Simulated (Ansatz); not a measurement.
A nudged elastic band was laid between two geometries of BH3O + H2S (8 atoms, charge 0, multiplicity 1).

Computed with RKS PBE0/cc-pVDZ (Ansatz).

```yaml
movable_images: 7
climbing_image: yes
spring: 5.0 eV/Å²
optimiser: quadratic models (default)
start_path: through a guess of the saddle point
force_threshold: 0.05 eV/Å
iteration_limit: 60
end_points: relaxed
```

First end point:

```xyz
8
Properties=species:S:1:pos:R:3
B -0.035 -0.319 0.147
O -0.309 -0.770 1.396
H -1.245 -0.970 1.514
H 1.125 -0.071 -0.080
H -0.904 -0.218 -0.690
S -0.034 2.861 1.418
H 1.264 2.716 1.059
H 0.030 1.798 2.256
```

Last end point:

```xyz
8
Properties=species:S:1:pos:R:3
B 0.079 0.478 0.218
O -0.236 -0.277 1.746
H -1.100 -0.712 1.686
H 1.170 0.060 -0.079
H -0.876 0.132 -0.445
S -0.024 2.308 0.638
H 1.271 2.508 0.983
H -0.391 0.531 2.275
```

Question: What changes between the two ends?

Answer: Bonds broken: S6–H8. Bonds formed: B1–S6, O2–H8. BH3O + H2S becomes BH5OS.

Question: What energy profile does the band end with?

Answer: The forces met the threshold. The highest image is number 5 of 0 to 8, 0.70 eV above the first end and 0.58 eV above the last; the last end lies 0.11 eV above the first. A vibrational analysis at the climbing image gives one clearly imaginary mode, 1026i cm⁻¹: a first-order saddle point. The orbitals stay closed-shell, which can raise the energy where a bond breaks towards radicals; this wasn't checked here.

```csv
image,path coordinate (Å),energy (eV),S6–H8 (Å),B1–S6 (Å),O2–H8 (Å)
0,0.00,0.00,1.35,3.42,2.73
1,0.38,0.00,1.35,3.21,2.77
2,0.76,0.03,1.35,2.98,2.50
3,1.13,0.12,1.36,2.68,2.17
4,1.51,0.39,1.38,2.34,1.80
5,1.89,0.70,1.54,2.08,1.37
6,2.20,0.38,1.84,1.98,1.07
7,2.51,0.15,2.20,1.90,0.99
8,2.82,0.11,2.44,1.88,0.98
```

Question: What is the geometry of the highest image?

Answer: 
```xyz
8
Properties=species:S:1:pos:R:3
B 0.063 0.237 0.267
O -0.220 -0.282 1.672
H -1.079 -0.722 1.709
H 1.199 0.042 -0.090
H -0.848 0.079 -0.516
S -0.082 2.224 0.864
H 1.202 2.378 1.268
H -0.343 1.072 1.846
```

Question: What are the harmonic wavenumbers there?

Answer: 1026i, 275, 435, 467, 558, 601, 808, 871, 908, 1058, 1112, 1200, 1252, 1553, 2556, 2652, 2709, 3843 cm⁻¹.

Run time: 3.5 min on 1 thread of Arm Neoverse V2, on a shared host, peak memory 0.12 GiB.
